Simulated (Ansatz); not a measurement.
Relaxation of H₈Si₂ (10 atoms, charge 0, multiplicity 1), to a largest force component of 0.03 eV/Å in at most 50 steps.

Computed with Ansatz, RKS PBE0/def2-SVP.

```xyz
10
Properties=species:S:1:pos:R:3
Si -0.357 0.190 -0.477
Si -0.287 -0.187 2.934
H -0.856 -0.660 4.233
H 0.775 -1.138 2.493
H 0.307 1.170 3.123
H 0.732 0.832 0.318
H -0.294 0.686 -1.886
H -0.165 -1.290 -0.464
H -1.645 0.502 0.160
H -1.343 -0.106 1.910
```

Problem. Where does it end, and by what steps?

Solution. It converged. The force dipped under the threshold on the way, but the program's further checks kept it going. After 7 steps the energy has fallen by 0.230 eV; H9 moved furthest, 0.82 Å.

```tsv
step	energy less start (eV)	largest force component (eV/Å)	accepted
0	0.0000	0.615	yes
1	-0.1416	0.128	yes
2	-0.2112	0.121	yes
3	-0.2222	0.253	yes
4	-0.2287	0.010	yes
5	-0.2292	0.025	yes
6	-0.2296	0.025	yes
7	-0.2298	0.015	yes
```

```xyz
10
Properties=species:S:1:pos:R:3
Si -0.405 0.267 -0.858
Si -0.222 -0.267 3.327
H -0.677 -0.723 4.674
H 0.839 -1.187 2.822
H 0.324 1.118 3.428
H 0.519 0.933 0.109
H -0.004 0.626 -2.252
H -0.324 -1.213 -0.682
H -1.803 0.726 -0.609
H -1.380 -0.279 2.385
```

Whether the end is a true minimum wasn't checked by a vibrational analysis.

Run time: 17 s on 1 thread of Arm Neoverse V1, on a shared host, peak memory 0.14 GiB.
